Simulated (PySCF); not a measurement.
Molecule: `ClC=C1CCC1`, C5H7Cl.

Geometry:
```csv
atom,x (Å),y (Å),z (Å)
Cl1,3.012,-1.133,0.657
C2,1.940,0.223,0.554
C3,0.682,0.091,0.144
C4,-0.145,-1.085,-0.306
C5,-1.343,-0.121,-0.504
C6,-0.460,1.067,-0.042
H7,2.388,1.173,0.852
H8,0.228,-1.577,-1.218
H9,-0.279,-1.865,0.461
H10,-2.205,-0.326,0.146
H11,-1.703,-0.046,-1.539
H12,-0.282,1.843,-0.804
H13,-0.792,1.570,0.880
```

Geometry PBE0-D3(BJ)/def2-SVP throughout; GIAO in PySCF 2.14.0 with density-fitted response routines, gas phase, one conformer, non-relativistic; equivalent atoms averaged; functional PBE0.

For orientation, 6-31G gives these absolute shieldings σ: Cl1 817.7, C3 59.7, C2 84.4, C6 170.0, C5 181.3, H7 26.93, H8/H9 29.75, H12/H13 29.74, H10/H11 30.56 ppm.

A run gave: Cl1 768.4, C3 34.2, C2 60.7, C6 154.5, C5 167.7, H7 25.49, H8/H9 28.49, H12/H13 28.47, H10/H11 29.29 ppm (absolute shieldings σ).

Q: Which basis set was used in that run?
A. pcSseg-1
B. 6-311+G(2d,p)
C. def2-TZVP
D. def2-SVP
E. STO-3G

A: A. C2 tells them apart best: pcSseg-1 gives 60.7, def2-SVP gives 76.3, STO-3G gives 128.0, def2-TZVP gives 64.7, 6-311+G(2d,p) gives 65.6 ppm.
